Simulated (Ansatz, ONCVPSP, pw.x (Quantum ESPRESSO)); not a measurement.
# Equation-of-state test of one ONCV potential (holmium (Ho))

Ho, optimised norm-conserving Vanderbilt (ONCV), made with ONCVPSP 4.0.1 (LDA (Perdew-Wang 92), scalar-relativistic). Core [Kr] 4d10, reference 4f11 5s2 5p6 6s1 (charge +1). Waves: 5s+6s: rc 2.05 bohr, ncon 4, nbas 7, qcut 7.4 1/bohr, 2 projectors; 5p: rc 2.00 bohr, ncon 5, nbas 9, qcut 5.5 1/bohr, 2 projectors, debl 3 Ha; d scattering state at 0.34 Ha: rc 2.20 bohr, ncon 4, nbas 7, qcut 4.2 1/bohr, 1 projector; 4f: rc 1.40 bohr, ncon 3, nbas 7, qcut 11.8 1/bohr, 1 projector. Local part: polynomial inside 0.90 bohr (lpopt 2, dvloc0 2 Ha). Core correction: none.

In the d channel the program set the typed energies aside and used 0.050 Ha.

Atomic tests: cutoffs needed: 61 Ha and 66 Ha (the cutoffs (Ha) at which the residual kinetic energy of the hardest occupied pseudo-wave falls to 1 and 0.1 mHa per electron); ghost test: no bound ghost flagged; GHOST(+) flagged for s at 66.5 eV; configuration tests: tests left out (the all-electron energies of this program are off by 10 to 40 meV for near-neutral 4f atoms).

Crystal test: fcc Ho in pw.x 7.5, no spin, 12³ k-points, Fermi–Dirac smearing 0.01 Ry, cutoffs 155/620 Ry. The reference is all-electron LAPW (Ansatz 0.2.0) with the same functional, mesh and smearing; V0 and B0 come from Birch–Murnaghan fits to the pressures at five volumes. Errors are pseudo minus all-electron; Δ is the rms difference of the E(V) curves that follow from these fits, minima aligned, over ±6 % about the mean V0. Mesh and smearing are coarse, so the numbers serve the comparison and aren't converged zero-temperature values; the lattice is a test structure that the element need not adopt. Spin polarisation and strong correlation are left out, which matters for this element.

All-electron: a0 = 4.823 Å (V0 = 28.05 Å³/atom), B0 = 21.2 GPa.

**Question.** How far does the potential miss the all-electron equation of state?

**Answer.** mean pressure error (GPa): +0.21; a0 (Å): 4.835; a0 error (%): +0.25; B0 error (%): -9.8; Δ (meV/atom): 1.2. Atomic configuration tests: tests left out (the all-electron energies of this program are off by 10 to 40 meV for near-neutral 4f atoms).

```csv
V (Å³/atom),P all-electron (GPa),P pseudo (GPa)
26.521,1.29,1.59
27.219,0.67,0.84
27.917,0.11,0.25
28.615,-0.41,-0.22
29.313,-0.87,-0.59
```

**Question.** At the middle volume, how do free energy and pressure move when the wave cutoff is lowered (ecutrho kept at four times it)?

**Answer.**

```csv
cutoff (Ry),shift of F (meV/atom),shift of P (GPa)
70,+141690.7,-2585.27
93,+17972.8,-717.17
124,+160.0,-16.19
```

The run at the middle volume (72 k-points, 25 iterations) took about 3.3 min on one core of a shared host (Intel(R) Xeon(R) 6975P-C, 192 threads, 378 GiB, load 86).
